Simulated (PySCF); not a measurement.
**C3H4O: g tensor and hyperfine couplings**

Species: C3H4O (triplet state).
Z-matrix (Å and degrees, PBE0-D3(BJ)/def2-SVP geometry), rows numbered from 1:
```
C 
C   1  1.4581
C   2  1.4184  1  134.82
O   3  1.2231  2  126.34  1  -179.71
H   1  1.1041  2  111.36  3  -120.33
H   1  1.1066  2  111.30  3     0.11
H   1  1.1040  2  111.40  3   120.57
H   3  1.1257  2  113.21  1     0.24
```

The hyperfine couplings belong to this conformer and change with its torsions.

The species is `C[C]C=O` [triplet].

Method used: PySCF, UKS B3LYP, IGLO-III on C O, pcH-1 on H, non-relativistic, mean-field spin-orbit, GIAO. One conformer (not necessarily the lowest) at the PBE0-D3(BJ)/def2-SVP geometry, without solvent, vibrations or thermal averaging. This triplet need not be the ground state; the singlet was not compared here. Stability of the SCF solution: not tested.

```
g1, g2, g3                      : 2.00235, 2.00328, 2.00538
g_iso                           : 2.00367
Form of g                       : rhombic: the two nearest values differ by 31 % of g3 − g1
⟨S²⟩                            : 2.0185 (exact 2.0000)
α and β electrons               : 16, 14
HOMO–LUMO gap, α and β orbitals : 6.95, 3.81 eV
Total energy                    : -191.89717 Eh
Basis functions                 : 180
```

Hyperfine couplings atom by atom, in MHz; T1 to T3 are the principal values of the dipolar part; ρ(0) is the spin density at the nucleus:

```
atom  isotope  a_iso     T1    T2    T3  Mulliken spin population  ρ(0) (bohr⁻³)
  C1      13C   -3.3   -3.5  -1.8   5.3                     -0.10        -0.0058
  C2      13C  186.7  -67.6  24.9  42.7                      1.63         0.3322
  C3      13C  -15.7   -9.5  -0.7  10.3                     -0.10        -0.0279
  O4      17O  -14.2  -50.8  23.9  26.9                      0.34         0.0469
  H5       1H   59.9   -5.2  -3.9   9.1                      0.05         0.0268
  H6       1H   70.3   -4.4  -2.3   6.7                      0.08         0.0314
  H7       1H   59.7   -5.2  -3.9   9.1                      0.05         0.0267
  H8       1H   54.1   -5.4  -1.9   7.3                      0.06         0.0242
```

The Mulliken spin populations are largest on C2 (+1.63), O4 (+0.34), C1 (-0.10) and C3 (-0.10).

Axes: g3 points within 1° of the C1–C2 bond.

The 17O coupling of O4 (-14.2 MHz) shows only in satellite lines or after enrichment, since that isotope makes up about 0.038 % of natural oxygen.

The 13C coupling of C2 (186.7 MHz) shows only in satellite lines or after enrichment, since that isotope makes up about 1.07 % of natural carbon.

Examples of negative spin density at the nucleus (bohr⁻³): C3 (-0.0279) and C1 (-0.0058).
